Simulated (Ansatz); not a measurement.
# HNO2: geometry optimisation, by script

What geometry does HNO2 take? Aim: a geometry optimisation, for HNO2, run from a script. SMILES: O[O+]=[N-].

Computed with Ansatz 0.2.0 through its Python package. Level of theory: CAM-B3LYP/6-31G*.

### 1 The system

Bond lengths: O1–O2 1.447 Å, O2–N3 1.435 Å, O1–H4 0.978 Å. Angles: O1–O2–N3 112.2°, O2–O1–H4 111.4°.

No structure file is read: the coordinates are typed or built in the script.

### 2 Script

run_opt.py reads:

```python
# -*- coding: utf-8 -*-
"""Minimum-energy structure of HNO2."""

import ansatz as az
import numpy as np

BASIS_SET = "6-31G*"
FUNCTIONAL = "cam_b3lyp"

geometry = (
    az.Crystal.molecule()
    .atom("O", [-0.5811, -0.0217, 0.5146])
    .atom("O", [0.3644, -0.0104, -0.5801])
    .atom("N", [1.7117, 0.1931, -0.1305])
    .atom("H", [-1.4949, -0.161, 0.196])
)

calc = (
    geometry.calculation()
    .basis(gaussian=BASIS_SET)
    .functional(FUNCTIONAL)
)
symbols = [site.symbol for site in geometry.cartesian_sites]
start = np.array([site.position_ang for site in geometry.cartesian_sites], dtype=float)
def progress(event):
    if event["event"] == "relax_step":
        row = event["data"]
        print(f"step {row['step']:3d}  E = {row['lagrangian_ev']:.6f} eV  largest force component {row['allowed_force_max_ev_ang']:.4f} eV/A")


rep = calc.relax(force_tolerance=0.02, max_steps=100).session().plan().execute(on_event=progress).report
end = np.array(rep["positions_ang"])

print(f"E = {rep['free_energy_ev']:.6f} eV = {rep['free_energy_ev'] / 27.211386246:.7f} Ha")
print("converged:", rep["converged"], " doubts:", rep["published_state_doubts"] or "none")

print("final positions (A) and the move of each atom")
for symbol, xyz, old in zip(symbols, end, start):
    print(f"{symbol:2s} {xyz[0]:10.5f} {xyz[1]:10.5f} {xyz[2]:10.5f}   {np.linalg.norm(xyz - old):7.4f}")
```

### 3 The calls as engine input

The engine receives this input:

```yaml
crystal:
  periodic: [false, false, false]
  atoms:
    - { symbol: O, position_ang: [-0.5811, -0.0217, 0.5146] }
    - { symbol: O, position_ang: [0.3644, -0.0104, -0.5801] }
    - { symbol: "N", position_ang: [1.7117, 0.1931, -0.1305] }
    - { symbol: H, position_ang: [-1.4949, -0.161, 0.196] }
basis:
  gaussian:
    orbitals: "6-31G*"
hamiltonian:
  xc: cam_b3lyp
relax:
  f_tol: 0.02
  max_steps: 100
```

### 4 The run

The run is started by

```sh
$ python run_opt.py
```

Without the output at hand: what should come out? Wanted: total energy; dipole moment; moves of the relaxation; energy gained; last largest force component.

**Answer**, as computed:

| quantity | value |
| --- | --- |
| total energy | -5592.7571 eV |
| dipole moment | 2.18 D |
| moves of the relaxation | 8 |
| energy gained | 2.252 eV |
| last largest force component | 0.0071 eV/Å |

The relaxation took 8 moves; the largest shift is 0.183 Å, of atom 1 (O). Reading the output:
- The end point is the stationary point reached from this start; no frequency run checks that it is a minimum, and the basis set is modest.
- The bonding changed during the relaxation, so the end is another isomer than the start names.
